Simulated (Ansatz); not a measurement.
Job for Ansatz (an electronic-structure program): R-MP2/cc-pVTZ on CH3O (SMILES C=[OH+]). Charge +1.

Ansatz 0.2 input:
```yaml
crystal:
  periodic: [false, false, false]
  atoms:
    - {symbol: C, position_ang: [-0.58717802, 0.21137410, 0.00722764]}
    - {symbol: O, position_ang: [0.54775750, -0.30866032, -0.00535420]}
    - {symbol: H, position_ang: [-1.42084368, -0.48171726, 0.02985747]}
    - {symbol: H, position_ang: [-0.71856323, 1.28993156, -0.00399731]}
    - {symbol: H, position_ang: [1.29193168, 0.33194136, -0.02582765]}
basis:
  gaussian:
    orbitals: cc-pVTZ
total_charge: 1
magnetization: {spin_polarized: false}
correlation: {method: mp2, electrons: outside_noble_gas}
accuracy: high
phonons: {}
scf: {lower_state_search: off}
```

The head of its log:

```
WARN ansatz: RAYON_NUM_THREADS=1 ignored (pool sized by the plan → 1); use --threads N
Functional definition: HF
these checks for a lower state are left out or cut short: starts, cluster_reference, orbital_swaps, neighbouring_geometries, increment
integrals: 0.14 GiB planned
1910 factors; integrals over basis functions are off by at most 1.8e-9 eV
mean field: 0.23 GiB planned
mean field evaluation 1: about -3103.7212 eV, gradient 5.1e1 eV
mean field evaluation 2: about -3103.7215 eV, gradient 5.1e1 eV
mean field evaluation 4: about -3107.7412 eV, gradient 2.9e0 eV
mean field evaluation 8: about -3107.7632 eV, gradient 2.9e-2 eV
mean field -3107.76324552 eV, -114.2081927552 hartree, gradient 1.8e-8 eV, S^2 0.000000; 0 other end points of the search recorded, 0 dependent functions left out
2 core orbitals not correlated
reference -3107.76324552 eV, -114.2081927552 hartree; 6, 6 occupied and 94, 94 virtual orbitals, 1910 factors
densities: 0.31 GiB planned
```

Problem. What total energy does the run end on?

Solution. -114.5895 hartree.
